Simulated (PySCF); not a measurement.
Spectrum to structure. The calculation used TDDFT CAM-B3LYP/def2-SVPD, vertical, gas phase, core orbitals frozen in the response (PySCF 2.14.0, density-fitted response routines). Geometries: GFN2-xTB, one conformer each.

```csv
state,λ (nm),f
S1,288.9,0.0000
S2,176.3,0.037
S3,159.2,0.0010
S4,159.0,0.0000
S5,155.4,0.0021
S6,155.2,0.012
S7,147.7,0.056
S8,147.5,0.0001
```

Orbital energies (eV): HOMO-3 -11.76, HOMO-2 -11.31, HOMO-1 -11.07, HOMO -8.69, LUMO 0.43, LUMO+1 1.29, LUMO+2 1.95.

Task: Which structure fits?
A. `O(C=C=C)C`
B. `OCC1C=C1`
C. `O=C1CCC1`

Result: C. Its S1, at 4.29 eV, is the lowest among the candidates; the nearest of the others has S1 at 4.71 eV. S1 is HOMO→LUMO (96%). S1 has the pattern of n→π* at C=O. At the same level the other candidates give, for their lowest levels:
- `OCC1C=C1`: 203 nm (f 0.036); 195 nm (f 0.022); 180 nm (f 0.009); 169 nm (f 0.006); 167 nm (f 0.023); T1 4.03 eV; HOMO -8.68, LUMO 0.73 eV
- `C=C=COC`: 263 nm (f 0.001); 195 nm (f 0.017); 184 nm (f 0.302); 180 nm (f 0.000); 177 nm (f 0.009); T1 4.30 eV; HOMO -7.81, LUMO 0.95 eV
Triplets come from the Tamm–Dancoff approximation.
